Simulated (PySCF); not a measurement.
## Solvent effects on NMR parameters

Bonds (- single, = double, # triple, : aromatic): C1-N2, N2-C3, C3-C4, C3-C5, C3-C6. C1 carries H7, H8, H9; N2 carries H10; C4 carries H11, H12, H13; C5 carries H14, H15, H16; C6 carries H17, H18, H19.

GIAO PBE0/pcSseg-1 in PySCF 2.14.0 with density-fitted response routines on one PBE0-D3(BJ)/def2-SVP conformer, non-relativistic, equivalent nuclei averaged. Solvents enter as an IEF-PCM continuum (chloroform with ε = 4.7, dimethylsulfoxide with ε = 46.8, water with ε = 78.4) around the gas-phase geometry. Shifts are referred to TMS computed in the same medium.

Gas phase, δ in ppm: C3 48.9, C1 30.1, C4/C5/C6 29.6, H7/H8/H9 2.39, H11/H12/H13/H14/H15/H16/H17/H18/H19 1.03, H10 -0.52. Dipole moment 0.86 D.

Q: How does each δ change in the continuum?

A: 
```csv
atoms,environment,"Δδ, chloroform","Δδ, dimethylsulfoxide","Δδ, water"
C3,fully substituted sp3 carbon bonded to N,+0.8,+1.1,+1.1
C1,methyl carbon bonded to N,+0.4,+0.5,+0.5
C4/C5/C6,methyl carbon,+0.2,+0.3,+0.3
H7/H8/H9,hydrogen on a methyl carbon bonded to N,-0.01,0.00,0.00
H11/H12/H13/H14/H15/H16/H17/H18/H19,hydrogen on a methyl carbon,0.00,0.00,0.00
H10,hydrogen on an amine nitrogen,+0.34,+0.51,+0.52
```

Changes are relative to the gas phase. The dipole moment becomes 1.13 D in chloroform, 1.29 D in dimethylsulfoxide, 1.30 D in water.

Q: Which nuclei move most (in ppm), and what does the model miss?

A: C3 (fully substituted sp3 carbon bonded to N, +1.1 ppm) in water. A continuum only polarises the solute; specific hydrogen bonds, the anisotropy of aromatic solvents and changes of geometry or conformer are outside it.
